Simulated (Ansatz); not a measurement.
```yaml
crystal:
  periodic: [false, false, false]
  atoms:
    - {symbol: Si, position_ang: [-1.070467, -0.007449, -0.001890]}
    - {symbol: Al, position_ang: [1.260668, 0.008772, 0.002226]}
    - {symbol: H, position_ang: [-1.967724, 1.164511, -0.006234]}
    - {symbol: H, position_ang: [-1.951338, -1.191781, -0.000687]}
basis:
  gaussian: {orbitals: def2-TZVP}
magnetization: {spin_polarized: true, initial_magnetization: 3}
hamiltonian: {xc: pbe0}
relax: {f_tol: 0.004, max_steps: 80}
```

```sh
$ ansatz run in.yaml --threads 1 --pin off --events-out ev --progress --plain --max-ram 2176MiB
```

Steps of the relaxation (energy above the last step; positions in Å, forces in eV/Å):

```
4
step 1, 9.8 meV
Si   -1.070   -0.007   -0.002    0.079    0.001    0.000
Al    1.261    0.009    0.002    0.020    0.000    0.000
H    -1.968    1.165   -0.006   -0.052    0.304   -0.001
H    -1.951   -1.192   -0.001   -0.048   -0.305    0.001
```

```
4
step 2, 0.9 meV
Si   -1.091   -0.008   -0.002    0.052    0.000    0.000
Al    1.242    0.009    0.002    0.059    0.000    0.000
H    -1.949    1.208   -0.006   -0.056   -0.003    0.000
H    -1.932   -1.235   -0.001   -0.056    0.002    0.000
```

```
4
step 3, 0.0 meV
Si   -1.085   -0.008   -0.002    0.014    0.000    0.000
Al    1.252    0.009    0.002    0.000    0.000    0.000
H    -1.956    1.201   -0.006   -0.007    0.007    0.000
H    -1.939   -1.228   -0.001   -0.007   -0.007    0.000
```

```
4
step 4, 0.0 meV
Si   -1.085   -0.008   -0.002    0.003    0.000    0.000
Al    1.252    0.009    0.002   -0.001    0.000    0.000
H    -1.956    1.201   -0.006   -0.001    0.001    0.000
H    -1.940   -1.228   -0.001   -0.001   -0.001    0.000
```

Close pairs at the end: Si1–H4 1.490 Å, Si1–H3 1.490 Å, Si1–Al2 2.337 Å.

A stationary point of unrestricted PBE0 after 4 steps, with ⟨S²⟩ = 3.755 against 3.75 for a pure state; no frequencies were run, so it isn't proven a minimum. 13 s on 1 thread of Arm Neoverse V1, shared host.
